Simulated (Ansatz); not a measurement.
`C#COC=C`. Total charge 0; spin multiplicity 1.

```xyz
9

C    -1.914    0.892    1.601
C    -1.193    0.189    0.952
O    -0.438   -0.609    0.265
C     0.589   -0.038   -0.463
C     1.394   -0.792   -1.185
H    -2.557    1.510    2.179
H     0.650    1.041   -0.374
H     1.277   -1.867   -1.229
H     2.191   -0.326   -1.746
```

(1) List the harmonic frequencies (cm⁻¹, unscaled) at PBE0-D4/def2-TZVP in Ansatz. (Estimate.)

(2) Is this a minimum?

(3) Give the ideal-gas thermochemistry at 298.15 K and 1 bar (rigid rotor, harmonic oscillator; point group Cs, symmetry number 1).

Results:

(1) Computed: 70, 178, 436, 445, 551, 586, 660, 705, 871, 890, 974, 1136, 1220, 1333, 1412, 1729, 2298, 3188, 3214, 3289, 3499.

(2) Yes, all 21 modes are real.

(3) Zero-point energy 171.6 kJ/mol; H(298) − E = 188.7 kJ/mol; entropy 307.3 J/(mol·K), of which translation 161.5, rotation 102.5, vibration 43.4; G(298) − E = 97.1 kJ/mol. Modes under 100 cm⁻¹ are hindered rotations or soft bends, so the harmonic entropy is rough.
